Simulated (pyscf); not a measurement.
Elementary routes open to H₃C–NH–CH₃ + methyl (CH₃•) in the gas phase (doublet surface):
A. ethane (H₃C–CH₃) + H₃C–NH• (C–N broken; C–C formed)
B. H₃C–N•–CH₃ + methane (CH₄) (H–N broken; C–H formed)

PySCF, gas phase, ωB97X-D3(BJ)/def2-SVP geometries.

Question: Rank the routes by free-energy barrier at 1200 K, lowest first, for ωB97M-D3(BJ)/def2-TZVP energies (ideal gas, 1 atm, RRHO with modes under 100 cm⁻¹ raised to 100, one conformer, R ln 2 for chiral ones without a mode under 150 cm⁻¹).

Answer: B (1.88 eV), A (3.61 eV)

Route B is the fastest of these, ahead of the next by 1.73 eV. The most stable products are those of B (ΔG = -0.50 eV), so kinetics and thermodynamics agree. At 298 K B is still the fastest. Only these routes are compared; each barrier is that of the saddle found, and lower ones may exist.
